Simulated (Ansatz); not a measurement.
Cost and result for the atomization energy of AlH₃SSi, SMILES `[AlH]1[SiH2][S]1` (6 atoms, 6 bonds).

Z-matrix (Å, degrees):
```
Si
S 1 2.201
Al 1 2.318 2 57.3
H 1 1.487 2 112.5 3 -118.4
H 1 1.487 2 112.5 3 118.4
H 3 1.572 1 165.3 2 180.0
```

Total charge 0; spin multiplicity 1. The structure was optimised at the PBE0-D4/def2-TZVP level. Program: Ansatz. All runs use 2 threads of an Arm Neoverse V1 on a shared host. Times are those of one run each, without the atoms' runs, and a repeat can differ threefold. Electronic energies, without spin–orbit coupling; frozen cores. CCSD(T)/CBS adds CCSD(T) − MP2 in def2-TZVPP to the MP2 limit, and its time is that of the two runs behind it. T1 = 0.015. B3LYP takes the VWN-RPA correlation (the form of Gaussian; ORCA's B3LYP/G).

CCSD(T)/CBS is a level of theory with its own doubt, some kJ/mol a heavy atom from the limit and from the frozen cores, so smaller differences don't rank the functionals.

| level | functions | wall time |
| --- | --- | --- |
| CCSD(T)/def2-SVP | 69 | 0.8 s |
| LDA (SPW92)/def2-TZVPP | 168 | 1.1 s |
| BLYP-D4/def2-TZVPP | 168 | 1.8 s |
| revPBE-D4/def2-TZVPP | 168 | 1.8 s |
| PBE0-D4/def2-TZVPP | 168 | 2.6 s |
| BHLYP-D4/def2-TZVPP | 168 | 2.7 s |
| B3LYP-D4/def2-TZVPP (with forces) | 168 | 3.4 s |
| r2SCAN-D4/def2-TZVPP (with forces) | 168 | 4.6 s |
| r2SCANh-D4/def2-TZVPP | 168 | 5 s |
| ωB97M-V/def2-TZVPP (with forces) | 168 | 11 s |
| MP2/def2-QZVPP | 300 | 11 s |
| CCSD(T)/def2-TZVPP | 168 | 15 s |
| CCSD(T)/CBS(def2) | – | 26 s |

What atomization energy does each give, and how far from CCSD(T)/CBS? (Best estimate.)

The calculation gave: 
```json
{"level": "CCSD(T)/def2-SVP", "atomization (kcal/mol)": "361.7", "difference from CCSD(T)/CBS": "-35.7", "per bond": "-5.9"}
{"level": "LDA (SPW92)/def2-TZVPP", "atomization (kcal/mol)": "444.1", "difference from CCSD(T)/CBS": "46.7", "per bond": "7.8"}
{"level": "BLYP-D4/def2-TZVPP", "atomization (kcal/mol)": "386.9", "difference from CCSD(T)/CBS": "-10.5", "per bond": "-1.7"}
{"level": "revPBE-D4/def2-TZVPP", "atomization (kcal/mol)": "388.8", "difference from CCSD(T)/CBS": "-8.6", "per bond": "-1.4"}
{"level": "PBE0-D4/def2-TZVPP", "atomization (kcal/mol)": "393.5", "difference from CCSD(T)/CBS": "-3.9", "per bond": "-0.6"}
{"level": "BHLYP-D4/def2-TZVPP", "atomization (kcal/mol)": "385.6", "difference from CCSD(T)/CBS": "-11.8", "per bond": "-2.0"}
{"level": "B3LYP-D4/def2-TZVPP (with forces)", "atomization (kcal/mol)": "391.2", "difference from CCSD(T)/CBS": "-6.2", "per bond": "-1.0"}
{"level": "r2SCAN-D4/def2-TZVPP (with forces)", "atomization (kcal/mol)": "401.0", "difference from CCSD(T)/CBS": "3.6", "per bond": "0.6"}
{"level": "r2SCANh-D4/def2-TZVPP", "atomization (kcal/mol)": "398.7", "difference from CCSD(T)/CBS": "1.3", "per bond": "0.2"}
{"level": "ωB97M-V/def2-TZVPP (with forces)", "atomization (kcal/mol)": "397.7", "difference from CCSD(T)/CBS": "0.3", "per bond": "0.1"}
{"level": "MP2/def2-QZVPP", "atomization (kcal/mol)": "394.3", "difference from CCSD(T)/CBS": "-3.1", "per bond": "-0.5"}
{"level": "CCSD(T)/def2-TZVPP", "atomization (kcal/mol)": "383.3", "difference from CCSD(T)/CBS": "-14.1", "per bond": "-2.3"}
{"level": "CCSD(T)/CBS(def2)", "atomization (kcal/mol)": "397.4", "difference from CCSD(T)/CBS": "0.0", "per bond": "0.0"}
```

At CCSD(T), def2-SVP lies −35.6 kcal/mol from the extrapolated value and def2-TZVPP −14.1 kcal/mol: correlation converges slowly with the basis, and small sets miss more of it in the bonded molecule than in its fragments. Leaving LDA and LC-ωPBE aside and taking each functional with its dispersion term where it has one, the values, not all of them listed here, spread over 22.9 kcal/mol, from BHLYP-D4 to B97M-V. LDA lies +51.5 kcal/mol from PBE without D4, its usual overbinding. The D4 term adds +5.6 kcal/mol with B3LYP and +2.9 kcal/mol with PBE0; it sums over pairs of atoms, weighted by their polarisabilities, and B3LYP, whose exchange is more repulsive, gets the larger term.
